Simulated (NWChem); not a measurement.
# SiO cation, doublet; SMILES of the neutral closed-shell parent [Si]=O

```xyz
2

Si     0.0000     0.0000     0.5666
O      0.0000     0.0000    -0.9718
```
Atoms are numbered in this order, from 1.

Computed with NWChem. Pople sets run with spherical d functions. Spin-unrestricted. Coordinates come from a B3LYP/6-31G* (spherical d), spin-unrestricted optimisation. This spin state was assumed; another may lie lower. No stability test was run on the SCF state. Vzz is the largest principal value of the second derivative of the potential at the nucleus (NWChem prints the opposite sign); η is the asymmetry. Non-relativistic.

```csv
level,Vzz O2 (a.u.),η O2
PBE0/6-31G*,1.596,0.00
PBE0/cc-pVTZ,1.683,0.00
UHF/cc-pVTZ,?,0.00
UHF/6-31G*,2.463,0.00
```

Q: Complete the blanks.

A: 
- UHF/cc-pVTZ, Vzz O2 (a.u.): 2.542
